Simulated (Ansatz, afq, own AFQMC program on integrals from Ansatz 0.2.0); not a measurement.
GeH2SCl, doublet: AFQMC among the cluster methods

```yaml
atoms:
  - { symbol: S, position_ang: [-0.3686, 1.7467, -0.5694] }
  - { symbol: Ge, position_ang: [0.1695, -0.2556, 0.2432] }
  - { symbol: Cl, position_ang: [-1.5549, -1.5888, 0.1858] }
  - { symbol: H, position_ang: [-0.8628, 1.2588, -1.7286] }
  - { symbol: H, position_ang: [0.5126, -0.0010, 1.7391] }
```

Connectivity, by distances: SH–GeH–Cl.

Basis def2-TZVP. Noble-gas cores (and the filled d shells of Ga–Kr and In–Xe) are frozen. Ansatz 0.2.0 and our own AFQMC program on the same integrals; the CISD trial comes from CCSD amplitudes, and released means the phaseless constraint is let go. ± is one standard error of the sampling. No spin–orbit coupling.

Determinant: UHF, the one that the program's search chose, which needn't be the lowest solution. The geometry is a PBE0/def2-SVP stationary point of this or a neighbouring charge and spin state.

No full CI on the walks' own integrals is used here. The released AFQMC energy serves as the reference, which it does only where one determinant dominates, the energy is flat over the last release times and near the phaseless one (40 meV or 2 meV an electron, half that with transition metals). On small molecules, where full CI could be run and the noise was under 10 meV, such values lay within 10 meV of it in 19 cases of 20, a flattering rate, since the rule was set on those same cases; what remains of the bias isn't in the error bar.

Cautions: no relativity below Rb; no spin-orbit coupling; inner d shell frozen; the released value is read at 1.50 1/Eh with a noise of 14 meV, more than in the cases checked (meV from the phaseless value at times in 1/Eh: -16 ± 9 at 0.24, -36 ± 7 at 0.51, -30 ± 9 at 0.99, -26 ± 14 at 1.50).

* T1 diagnostic: 0.0144
* weight of the determinant in the CISD state: 0.803
* ⟨S²⟩ of the determinant: 0.760
* size of the correlated space: 19 electrons in 110 orbitals

| level | correlation energy (eV) |
| --- | --- |
| MP2 | -12.2215 |
| CCSD | -13.4972 |
| CCSD(T) | -14.1004 |

Question: Estimate where phaseless AFQMC with a CISD trial lies against CCSD(T) on the same integrals.

Answer: 1.37 ± 0.18 kcal/mol below CCSD(T).

Reference: AFQMC with the constraint released, correlation energy -14.186 ± 0.014 eV.

```json
{"level": "CCSD(T)", "E − E(reference) (kcal/mol)": "1.97 ± 0.32", "share of correlation (%)": "99.40"}
{"level": "ph-AFQMC/CISD", "E − E(reference) (kcal/mol)": "0.60 ± 0.37", "share of correlation (%)": "99.82"}
```

Released energies are given only where the last usable release times agree within the noise; a slower fall can still hide under it.
